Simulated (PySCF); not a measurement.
Potential energy surface of CF4, singlet: flattening of a tetrahedron along the D2d path, bond length relaxed. Scanned: the two opposite F-C-F angles (109.47 = tetrahedral, 180 = square planar). Other coordinates (C-F bond length) were minimised at PBE0/def2-TZVP.

The free coordinates were minimised at PBE0/def2-TZVP in PySCF; the energy column is M06-2X/def2-TZVP in PySCF 2.14.0, in kcal/mol.

```tsv
a / °	C-F bond length / Å	E
90	1.344	39.9
95	1.331	20.6
100	1.323	8.3
105	1.319	1.7
109.47	1.318	0.0
115	1.319	2.4
120	1.323	8.1
130	1.334	27.1
140	1.349	52.9
150	1.366	81.0
160	1.381	107.2
170	1.393	126.2
180	1.397	133.3
```
